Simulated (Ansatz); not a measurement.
**[NH2]− (SMILES [NH2-]) at r2SCAN/aug-cc-pVTZ**

Aim: the energy change on altering one bond length of [NH2]− at r2SCAN/aug-cc-pVTZ, from 2 runs. 

The calculation is run with Ansatz 0.2.0.

**1. The structure to begin with**

[NH2]− has 3 atoms, charge -1, and is taken as a singlet. SMILES: `[NH2-]`. The shape is that of a PBE0-D4/def2-TZVPD optimisation.

Bond lengths: N1–H2 1.027 Å, N1–H3 1.027 Å. Angles: H2–N1–H3 101.8°.

**2. A single-point energy at r2SCAN/aug-cc-pVTZ**

File run.yaml:

```yaml
crystal:
  periodic: [false, false, false]
  atoms:
    - {symbol: N, position_ang: [0.342200, -0.203000, 0.168700]}
    - {symbol: H, position_ang: [0.125500, 0.801200, 0.156000]}
    - {symbol: H, position_ang: [-0.467700, -0.598200, -0.324700]}
basis:
  gaussian:
    orbitals: aug-cc-pVTZ
total_charge: -1
hamiltonian:
  xc: r2scan
accuracy: high
output: {orbitals: {seedname: orbitals}}
```

Started as:

```sh
$ ansatz run run.yaml --threads 1 --pin off --max-ram 3480MiB --events-out events.jsonl --progress --plain --runs-dir runs
```

The log of the run:

```text
Warning: RAYON_NUM_THREADS=1 ignored (pool sized by the plan → 1); use --threads N
Functional definition: r2SCAN
  name "r2SCAN"
  parameter k0 = 0.174
  parameter k1 = 0.065
  parameter a1 = 4.9479
  exchange = r2scan_x(k0 = k0, k1 = k1, a1 = a1)
  correlation = r2scan_c
1355 factors; integrals over basis functions are off by at most 2.9e-9 eV
mean field evaluation 1: about -1520.8179 eV, gradient 4.1e0 eV
mean field evaluation 2: about -1520.5962 eV, gradient 1.1e1 eV
mean field evaluation 4: about -1520.8907 eV, gradient 1.3e-1 eV
mean field evaluation 8: about -1520.8925 eV, gradient 6.2e-4 eV
mean field evaluation 16: about -1520.8925 eV, gradient 1.1e-7 eV
mean field evaluation 32: about -1513.6068 eV, gradient 8.9e0 eV
mean field -1520.89254919 eV, -55.8917702848 hartree, gradient 1.2e-8 eV, S^2 0.000000; 3 other end points of the search recorded, 0 dependent functions left out
reference -1520.89254991 eV, -55.8917703113 hartree; 5, 5 occupied and 87, 87 virtual orbitals, 1355 factors
Total energy: -1520.89254991 eV, -55.8917703113 hartree
```

It took 6.3 s on 1 thread of Arm Neoverse V1, shared host; peak memory 0.18 GiB.

**3. The distorted shape at the same level**

File input.yaml:

```yaml
crystal:
  periodic: [false, false, false]
  atoms:
    - {symbol: "N", position_ang: [0.374704, -0.353627, 0.170605]}
    - {symbol: H, position_ang: [0.125500, 0.801200, 0.156000]}
    - {symbol: H, position_ang: [-0.435196, -0.748827, -0.322795]}
basis:
  gaussian: {orbitals: aug-cc-pVTZ}
hamiltonian: {xc: r2scan}
accuracy: high
output: {orbitals: {seedname: orbitals}}
total_charge: -1
```

Started as:

```sh
$ ansatz run input.yaml --threads 1 --pin off --max-ram 3480MiB --events-out events.jsonl --progress --plain --runs-dir runs
```

The log of the run, shortened:

```text
Warning: RAYON_NUM_THREADS=1 ignored (pool sized by the plan → 1); use --threads N
[... 7 set-up lines as earlier in the session ...]
1374 factors; integrals over basis functions are off by at most 3.5e-9 eV
mean field evaluation 1: about -1520.4990 eV, gradient 6.4e0 eV
mean field evaluation 2: about -1520.3668 eV, gradient 9.8e0 eV
mean field evaluation 4: about -1520.5659 eV, gradient 2.5e-1 eV
mean field evaluation 8: about -1520.5673 eV, gradient 1.8e-2 eV
mean field evaluation 16: about -1520.5673 eV, gradient 1.8e-6 eV
mean field evaluation 32: about -1513.6699 eV, gradient 8.2e0 eV
mean field -1520.56727389 eV, -55.8798166381 hartree, gradient 4.6e-8 eV, S^2 0.000000; 3 other end points of the search recorded, 0 dependent functions left out
reference -1520.56727471 eV, -55.8798166682 hartree; 5, 5 occupied and 87, 87 virtual orbitals, 1374 factors
Total energy: -1520.56727471 eV, -55.8798166682 hartree
```

Wall time 6.3 s (1 thread of Arm Neoverse V1, shared host); peak memory 0.18 GiB.

**4. What came out**

At r2SCAN/aug-cc-pVTZ:

| quantity | value |
| --- | --- |
| first shape: total energy | -55.89177 Eh |
| first shape: HOMO energy | 2.44 eV |
| first shape: LUMO energy | 3.84 eV |
| first shape: HOMO–LUMO gap (to an unbound level, set by the basis) | 1.40 eV |
| distorted shape: total energy | -55.87982 Eh |
| distorted shape: HOMO energy | 2.39 eV |
| distorted shape: LUMO energy | 3.80 eV |
| distorted shape: HOMO–LUMO gap (to an unbound level, set by the basis) | 1.41 eV |
| energy change with the N1–H2 bond stretched from 1.027 to 1.181 Å | 0.325 eV |

With the N1–H2 bond stretched from 1.027 to 1.181 Å the energy rises by 0.33 eV (7.5 kcal/mol). The first shape isn't relaxed at this level, so the change isn't measured from a minimum. The HOMO (first shape) lies at positive energy, 2.44 eV, as semi-local functionals often give for anions; only total energies tell whether the electron is bound. The HOMO (distorted shape) lies at positive energy, 2.39 eV, as semi-local functionals often give for anions; only total energies tell whether the electron is bound.
